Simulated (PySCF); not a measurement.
# OF₂: core binding energies at several levels of theory, part 3 of 3

PySCF 2.14.0. Atoms count from 0. The steps go on from the part before.

## Step 12: Core-electron binding energies: SCAN, X2C

What the job is given:

```
{"job": {"kind": "xps", "basis": "cc-pCVTZ"}, "charge": 0, "multiplicity": 1}
F     -1.079576    -0.290264     0.017822
O     -0.013474     0.583591    -0.004060
F      1.093490    -0.239632    -0.004462
```

With the program's defaults for keys left out, this is: delta-SCF UKS SCAN, cc-pCVTZ on the ionised atom, pcseg-1 elsewhere, spin-free X2C.

The program printed:

```text
ground state, core basis on atom 0 (F), 71 functions
  cycle   1  E = -274.76406970  |g| = 5.69e-01
  cycle   2  E = -274.50024855  |g| = 1.38e+00
  cycle   3  E = -274.80873572  |g| = 1.41e-01
  cycle   4  E = -274.81209910  |g| = 2.77e-02
  cycle   5  E = -274.81209751  |g| = 2.64e-02
  cycle   6  E = -274.81220566  |g| = 6.56e-03
  cycle   7  E = -274.81221186  |g| = 9.80e-04
  cycle   8  E = -274.81221399  |g| = 1.10e-04
  E(ground) = -274.80979237 Eh
hole in F 1s of atom 0
  cycle   1  E = -248.37513537  |g| = 2.56e+00
  cycle   2  E = -247.37802995  |g| = 2.64e+00
  cycle   3  E = -248.31845625  |g| = 1.52e+00
  cycle   4  E = -249.05586893  |g| = 7.80e-01
  cycle   5  E = -249.25290481  |g| = 1.42e-01
  cycle   6  E = -249.25703807  |g| = 8.46e-02
  cycle   7  E = -249.25968209  |g| = 1.39e-02
  cycle   8  E = -249.25975445  |g| = 2.09e-03
  cycle   9  E = -249.25975797  |g| = 1.01e-03
  cycle  10  E = -249.25976140  |g| = 1.21e-03
  cycle  11  E = -249.25975660  |g| = 8.08e-04
  cycle  12  E = -249.25975417  |g| = 2.45e-04
  E(ion) = -249.26360597 Eh   <S^2> = 0.7654   hole on atom = 1.000   binding energy = 695.147 eV
ground state, core basis on atom 1 (O), 71 functions
  cycle   1  E = -274.80476731  |g| = 1.14e-01
  cycle   2  E = -274.79275281  |g| = 2.91e-01
  cycle   3  E = -274.80685140  |g| = 1.40e-02
  cycle   4  E = -274.80685017  |g| = 1.31e-02
  cycle   5  E = -274.80687804  |g| = 1.56e-03
  cycle   6  E = -274.80687868  |g| = 1.74e-04
  E(ground) = -274.80115197 Eh
hole in O 1s of atom 1
  cycle   1  E = -253.98673641  |g| = 2.18e+00
  cycle   2  E = -252.49225277  |g| = 2.75e+00
  cycle   3  E = -254.24691008  |g| = 1.25e+00
  cycle   4  E = -254.72161159  |g| = 3.63e-01
  cycle   5  E = -254.76174039  |g| = 7.92e-02
  cycle   6  E = -254.76378770  |g| = 3.55e-02
  cycle   7  E = -254.76397530  |g| = 3.82e-02
  cycle   8  E = -254.76474049  |g| = 9.86e-03
  cycle   9  E = -254.76498813  |g| = 6.07e-03
  cycle  10  E = -254.76502069  |g| = 1.69e-03
  cycle  11  E = -254.76502208  |g| = 3.14e-04
  E(ion) = -254.76079682 Eh   <S^2> = 0.8415   hole on atom = 1.000   binding energy = 545.326 eV
```

Run time: 3.4 s. Hardware: 1 thread of Arm Neoverse N1, shared host; peak memory 0.31 GiB.

Binding energies by hole, beside the orbital energy of the ground state; the difference holds orbital relaxation and, for a density functional, its self-interaction error:

```csv
hole,stands for,environment,ΔSCF (eV),−ε (eV),⟨S²⟩,measured (eV)
F1s on F0,"F0, F2",fluorine bonded to O,695.15,668.9,0.765,695.07
O1s on O1,O1,oxygen bonded to 2 F,545.33,522.5,0.842,–
```

Measured: gas; Jolly, The use of core electron binding energies as bench marks for the comparison of valence shell ionization potentials, LBL-11396 (1980); values from Bakke, Chen, Jolly 1980.

Each hole run stands for the others of its class of like atoms.

## Step 13: X-ray photoelectron lines: SCAN, X2C

What the job is given:

```
{"job": {"kind": "xps", "basis": "def2-TZVP"}, "charge": 0, "multiplicity": 1}
F     -1.079576    -0.290264     0.017822
O     -0.013474     0.583591    -0.004060
F      1.093490    -0.239632    -0.004462
```

With the program's defaults for keys left out, this is: delta-SCF UKS SCAN, def2-TZVP on the ionised atom, pcseg-1 elsewhere, spin-free X2C.

The program printed:

```text
ground state, core basis on atom 0 (F), 59 functions
  cycle   1  E = -274.77056362  |g| = 5.50e-01
  cycle   2  E = -274.51958733  |g| = 1.34e+00
  cycle   3  E = -274.81360118  |g| = 1.36e-01
  cycle   4  E = -274.81672006  |g| = 2.73e-02
  cycle   5  E = -274.81671407  |g| = 2.68e-02
  cycle   6  E = -274.81683172  |g| = 5.86e-03
  cycle   7  E = -274.81683743  |g| = 8.08e-04
  cycle   8  E = -274.81683751  |g| = 9.36e-05
  E(ground) = -274.81436722 Eh
hole in F 1s of atom 0
  cycle   1  E = -248.37455958  |g| = 2.45e+00
  cycle   2  E = -247.41132021  |g| = 2.42e+00
  cycle   3  E = -248.25622505  |g| = 1.54e+00
  cycle   4  E = -249.10945740  |g| = 6.28e-01
  cycle   5  E = -249.22718512  |g| = 1.87e-01
  cycle   6  E = -249.23757462  |g| = 6.94e-02
  cycle   7  E = -249.23942385  |g| = 9.27e-03
  cycle   8  E = -249.23945267  |g| = 1.61e-03
  cycle   9  E = -249.23945461  |g| = 5.91e-04
  cycle  10  E = -249.23945552  |g| = 4.41e-04
  E(ion) = -249.24378791 Eh   <S^2> = 0.7638   hole on atom = 1.000   binding energy = 695.811 eV
ground state, core basis on atom 1 (O), 59 functions
  cycle   1  E = -274.80604505  |g| = 1.12e-01
  cycle   2  E = -274.79405891  |g| = 2.89e-01
  cycle   3  E = -274.80807024  |g| = 1.41e-02
  cycle   4  E = -274.80808157  |g| = 1.04e-02
  cycle   5  E = -274.80810090  |g| = 1.43e-03
  cycle   6  E = -274.80810219  |g| = 3.52e-04
  E(ground) = -274.80291951 Eh
hole in O 1s of atom 1
  cycle   1  E = -253.98753082  |g| = 2.10e+00
  cycle   2  E = -252.55194564  |g| = 2.51e+00
  cycle   3  E = -254.10668495  |g| = 1.36e+00
  cycle   4  E = -254.72682375  |g| = 2.33e-01
  cycle   5  E = -254.74213513  |g| = 7.97e-02
  cycle   6  E = -254.74442028  |g| = 2.96e-02
  cycle   7  E = -254.74466462  |g| = 2.90e-02
  cycle   8  E = -254.74521906  |g| = 9.01e-03
  cycle   9  E = -254.74542658  |g| = 6.24e-03
  cycle  10  E = -254.74545664  |g| = 1.91e-03
  cycle  11  E = -254.74545731  |g| = 2.62e-04
  E(ion) = -254.74153888 Eh   <S^2> = 0.8357   hole on atom = 1.000   binding energy = 545.898 eV
```

Wall time 2.9 s (1 thread of Arm Neoverse N1, shared host); peak memory 0.31 GiB.

The holes in one table. −ε is the ground-state orbital energy:

```csv
hole,stands for,environment,ΔSCF (eV),−ε (eV),⟨S²⟩,measured (eV)
F1s on F0,"F0, F2",fluorine bonded to O,695.81,669.2,0.764,695.07
O1s on O1,O1,oxygen bonded to 2 F,545.90,522.5,0.836,–
```

Measured: gas; Jolly, The use of core electron binding energies as bench marks for the comparison of valence shell ionization potentials, LBL-11396 (1980); values from Bakke, Chen, Jolly 1980.

Each hole run stands for the others of its class of like atoms.

## Step 14: Core-electron binding energies: SCAN, X2C

What the job is given:

```
{"job": {"kind": "xps", "basis": "unc-def2-TZVP"}, "charge": 0, "multiplicity": 1}
F     -1.079576    -0.290264     0.017822
O     -0.013474     0.583591    -0.004060
F      1.093490    -0.239632    -0.004462
```

Method: delta-SCF UKS SCAN, unc-def2-TZVP on the ionised atom, pcseg-1 elsewhere, spin-free X2C.

The program printed:

```text
ground state, core basis on atom 0 (F), 74 functions
  cycle   1  E = -274.77687880  |g| = 5.65e-01
  cycle   2  E = -274.51716149  |g| = 1.37e+00
  cycle   3  E = -274.82095522  |g| = 1.41e-01
  cycle   4  E = -274.82425364  |g| = 3.04e-02
  cycle   5  E = -274.82424175  |g| = 2.99e-02
  cycle   6  E = -274.82438554  |g| = 6.10e-03
  cycle   7  E = -274.82439105  |g| = 1.06e-03
  cycle   8  E = -274.82439192  |g| = 1.08e-04
  E(ground) = -274.82187753 Eh
hole in F 1s of atom 0
  cycle   1  E = -248.38091527  |g| = 2.57e+00
  cycle   2  E = -247.38398986  |g| = 2.66e+00
  cycle   3  E = -248.33462649  |g| = 1.51e+00
  cycle   4  E = -249.05870924  |g| = 8.01e-01
  cycle   5  E = -249.26723612  |g| = 1.32e-01
  cycle   6  E = -249.27050154  |g| = 8.51e-02
  cycle   7  E = -249.27316110  |g| = 1.42e-02
  cycle   8  E = -249.27323635  |g| = 2.13e-03
  cycle   9  E = -249.27323916  |g| = 8.00e-04
  cycle  10  E = -249.27324091  |g| = 8.84e-04
  cycle  11  E = -249.27324063  |g| = 8.11e-04
  cycle  12  E = -249.27323795  |g| = 2.41e-04
  E(ion) = -249.27770927 Eh   <S^2> = 0.7656   hole on atom = 1.000   binding energy = 695.092 eV
ground state, core basis on atom 1 (O), 74 functions
  cycle   1  E = -274.81139565  |g| = 2.10e-01
  cycle   2  E = -274.79990661  |g| = 2.84e-01
  cycle   3  E = -274.81020803  |g| = 1.39e-01
  cycle   4  E = -274.81329620  |g| = 2.27e-02
  cycle   5  E = -274.81337713  |g| = 5.79e-03
  cycle   6  E = -274.81338360  |g| = 6.65e-04
  cycle   7  E = -274.81338334  |g| = 1.54e-04
  E(ground) = -274.80799683 Eh
hole in O 1s of atom 1
  cycle   1  E = -253.99204389  |g| = 2.18e+00
  cycle   2  E = -252.49783365  |g| = 2.77e+00
  cycle   3  E = -254.27331339  |g| = 1.23e+00
  cycle   4  E = -254.72897101  |g| = 3.79e-01
  cycle   5  E = -254.77221244  |g| = 8.00e-02
  cycle   6  E = -254.77413188  |g| = 4.01e-02
  cycle   7  E = -254.77430795  |g| = 4.24e-02
  cycle   8  E = -254.77518487  |g| = 9.74e-03
  cycle   9  E = -254.77542233  |g| = 6.18e-03
  cycle  10  E = -254.77546540  |g| = 1.95e-03
  cycle  11  E = -254.77546738  |g| = 2.86e-04
  E(ion) = -254.77093089 Eh   <S^2> = 0.8414   hole on atom = 1.000   binding energy = 545.236 eV
```

Wall time 3.4 s (1 thread of Arm Neoverse N1, shared host); peak memory 0.31 GiB.

Binding energies by hole, beside the orbital energy of the ground state; the difference holds orbital relaxation and, for a density functional, its self-interaction error:

```csv
hole,stands for,environment,ΔSCF (eV),−ε (eV),⟨S²⟩,measured (eV)
F1s on F0,"F0, F2",fluorine bonded to O,695.09,669.2,0.766,695.07
O1s on O1,O1,oxygen bonded to 2 F,545.24,522.5,0.841,–
```

Measured: gas; Jolly, The use of core electron binding energies as bench marks for the comparison of valence shell ionization potentials, LBL-11396 (1980); values from Bakke, Chen, Jolly 1980.

Each hole run stands for the others of its class of like atoms.

## Step 15: Core-electron binding energies: SCAN, non-relativistic

What the job is given:

```
{"job": {"kind": "xps", "x2c": false}, "charge": 0, "multiplicity": 1}
F     -1.079576    -0.290264     0.017822
O     -0.013474     0.583591    -0.004060
F      1.093490    -0.239632    -0.004462
```

Level: delta-SCF UKS SCAN, pcX-2 on the ionised atom, pcseg-1 elsewhere, non-relativistic.

The program printed:

```text
ground state, core basis on atom 0 (F), 73 functions
  cycle   1  E = -274.55361886  |g| = 5.59e-01
  cycle   2  E = -274.30389763  |g| = 1.35e+00
  cycle   3  E = -274.59634056  |g| = 1.46e-01
  cycle   4  E = -274.59983761  |g| = 3.20e-02
  cycle   5  E = -274.59984438  |g| = 2.93e-02
  cycle   6  E = -274.59997898  |g| = 6.87e-03
  cycle   7  E = -274.59998723  |g| = 9.11e-04
  cycle   8  E = -274.59998906  |g| = 1.07e-04
  E(ground) = -274.59764739 Eh
hole in F 1s of atom 0
  cycle   1  E = -248.18413585  |g| = 2.57e+00
  cycle   2  E = -247.18985727  |g| = 2.66e+00
  cycle   3  E = -248.14351739  |g| = 1.51e+00
  cycle   4  E = -248.86028170  |g| = 8.00e-01
  cycle   5  E = -249.06847116  |g| = 1.31e-01
  cycle   6  E = -249.07169218  |g| = 8.45e-02
  cycle   7  E = -249.07431631  |g| = 1.42e-02
  cycle   8  E = -249.07439209  |g| = 2.13e-03
  cycle   9  E = -249.07439400  |g| = 7.16e-04
  cycle  10  E = -249.07439503  |g| = 7.02e-04
  cycle  11  E = -249.07439609  |g| = 7.54e-04
  cycle  12  E = -249.07439326  |g| = 2.64e-04
  E(ion) = -249.07873352 Eh   <S^2> = 0.7656   hole on atom = 1.000   binding energy = 694.405 eV
ground state, core basis on atom 1 (O), 73 functions
  cycle   1  E = -274.59019238  |g| = 1.16e-01
  cycle   2  E = -274.57977882  |g| = 2.71e-01
  cycle   3  E = -274.59195216  |g| = 2.00e-02
  cycle   4  E = -274.59194182  |g| = 2.06e-02
  cycle   5  E = -274.59201333  |g| = 3.43e-03
  cycle   6  E = -274.59201545  |g| = 3.12e-04
  E(ground) = -274.58645895 Eh
hole in O 1s of atom 1
  cycle   1  E = -253.78782095  |g| = 2.18e+00
  cycle   2  E = -252.29404065  |g| = 2.77e+00
  cycle   3  E = -254.07555802  |g| = 1.22e+00
  cycle   4  E = -254.52380003  |g| = 3.74e-01
  cycle   5  E = -254.56653550  |g| = 7.60e-02
  cycle   6  E = -254.56840772  |g| = 3.55e-02
  cycle   7  E = -254.56857997  |g| = 3.86e-02
  cycle   8  E = -254.56933662  |g| = 9.81e-03
  cycle   9  E = -254.56958098  |g| = 6.12e-03
  cycle  10  E = -254.56961999  |g| = 1.79e-03
  cycle  11  E = -254.56962122  |g| = 2.71e-04
  E(ion) = -254.56508710 Eh   <S^2> = 0.8414   hole on atom = 1.000   binding energy = 544.809 eV
```

Run time: 3.4 s. Hardware: 1 thread of Arm Neoverse N1, shared host; peak memory 0.31 GiB.

Binding energies by hole, beside the orbital energy of the ground state; the difference holds orbital relaxation and, for a density functional, its self-interaction error:

```csv
hole,stands for,environment,ΔSCF (eV),−ε (eV),⟨S²⟩,measured (eV)
F1s on F0,"F0, F2",fluorine bonded to O,694.41,668.5,0.766,695.07
O1s on O1,O1,oxygen bonded to 2 F,544.81,522.1,0.841,–
```

Measured: gas; Jolly, The use of core electron binding energies as bench marks for the comparison of valence shell ionization potentials, LBL-11396 (1980); values from Bakke, Chen, Jolly 1980.

Each hole run stands for the others of its class of like atoms.

## Step 16: Summary of results

This closing draws on all 3 parts.

| quantity | value |
| --- | --- |
| point group | C2v |
| rotational constants (main isotopes) | 62.31, 11.26, 9.54 GHz |
| F1s binding energies, SCAN/pcX-2 | F0 695.04 eV |
| O1s binding energies, SCAN/pcX-2 | O1 545.18 eV |
| F1s binding energies, r2SCAN/pcX-2 | F0 695.01 eV |
| O1s binding energies, r2SCAN/pcX-2 | O1 545.21 eV |
| F1s binding energies, B3LYP/pcX-2 | F0 694.86 eV |
| O1s binding energies, B3LYP/pcX-2 | O1 545.14 eV |
| F1s binding energies, PBE0/pcX-2 | F0 694.28 eV |
| O1s binding energies, PBE0/pcX-2 | O1 544.65 eV |
| F1s binding energies, PBE/pcX-2 | F0 693.86 eV |
| O1s binding energies, PBE/pcX-2 | O1 544.12 eV |
| F1s binding energies, TPSS/pcX-2 | F0 694.87 eV |
| O1s binding energies, TPSS/pcX-2 | O1 545.02 eV |
| F1s binding energies, HF/pcX-2 | F0 694.24 eV |
| F1s binding energies, CAM-B3LYP/pcX-2 | F0 695.04 eV |
| O1s binding energies, CAM-B3LYP/pcX-2 | O1 545.27 eV |
| F1s binding energies, SCAN/pcX-1 | F0 695.16 eV |
| O1s binding energies, SCAN/pcX-1 | O1 545.35 eV |
| F1s binding energies, SCAN/cc-pCVTZ | F0 695.15 eV |
| O1s binding energies, SCAN/cc-pCVTZ | O1 545.33 eV |
| F1s binding energies, SCAN/def2-TZVP | F0 695.81 eV |
| O1s binding energies, SCAN/def2-TZVP | O1 545.90 eV |
| F1s binding energies, SCAN/unc-def2-TZVP | F0 695.09 eV |
| O1s binding energies, SCAN/unc-def2-TZVP | O1 545.24 eV |
| F1s binding energies, SCAN/pcX-2, non-relativistic | F0 694.41 eV |
| O1s binding energies, SCAN/pcX-2, non-relativistic | O1 544.81 eV |

Single values in the summary come from the first run of each kind that ended normally (SCAN/pcX-2), which need not be the best level. Relaxing lowered the energy by 0.022 eV in 3 steps; the close pair that moved most is O1–F2, from 1.353 to 1.380 Å. At SCAN/pcX-2 the measured binding energy compared here is missed by -0.03 eV. At r2SCAN/pcX-2 the measured binding energy compared here is missed by -0.06 eV. At PBE/pcX-2 the measured binding energy compared here is missed by -1.21 eV. At TPSS/pcX-2 the measured binding energy compared here is missed by -0.20 eV. At HF/pcX-2 the measured binding energy compared here is missed by -0.83 eV. At CAM-B3LYP/pcX-2 the measured binding energy compared here is missed by -0.03 eV. At SCAN/pcX-1 the measured binding energy compared here is missed by +0.09 eV. At SCAN/cc-pCVTZ the measured binding energy compared here is missed by +0.08 eV. At SCAN/def2-TZVP the measured binding energy compared here is missed by +0.74 eV. At SCAN/unc-def2-TZVP the measured binding energy compared here is missed by +0.02 eV. At SCAN/pcX-2, non-relativistic the measured binding energy compared here is missed by -0.66 eV.
